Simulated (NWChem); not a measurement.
Molecule: C4H8; SMILES C1CCC1

```xyz
12

C      0.7655     0.7655     0.1273
C      0.7655    -0.7655    -0.1273
C     -0.7655    -0.7655     0.1273
C     -0.7655     0.7655    -0.1273
H      1.0017     1.0017     1.1853
H      1.4024     1.4024    -0.5195
H      1.0017    -1.0017    -1.1853
H      1.4024    -1.4024     0.5195
H     -1.4024    -1.4024    -0.5195
H     -1.0017    -1.0017     1.1853
H     -1.0017     1.0017    -1.1853
H     -1.4024     1.4024     0.5195
```
Atoms are numbered in this order, from 1.

Program: NWChem. Pople sets run with spherical d functions. Medium grid unless said otherwise, to which SCAN and Minnesota functionals are sensitive. All runs use the structure optimised with PBE-D3(BJ)/def2-SVP. B3LYP is NWChem's, with the RPA form of VWN correlation. Total energies of different functionals are on different scales.

| level | energy (Ha) | highest occupied level (eV) | orbital gap (eV) |
|---|---|---|---|
| B3LYP/6-31G* | -157.2096 | -8.16 | 10.71 |
| PBE/6-31G* | -156.9795 | -6.98 | 8.92 |
| BLYP/6-31G* | -157.0997 | -6.84 | 8.79 |
| r2SCAN/6-31G* | -157.0981 | -7.31 | 9.67 |
| LC-wPBE (HJS exchange hole, range parameter 0.4 per bohr)/6-31G* | -157.1036 | -11.26 | 16.60 |
| MN15-L/6-31G* | -157.0339 | -7.51 | 9.85 |
| B97-2/6-31G* | -157.1557 | -8.17 | 11.04 |
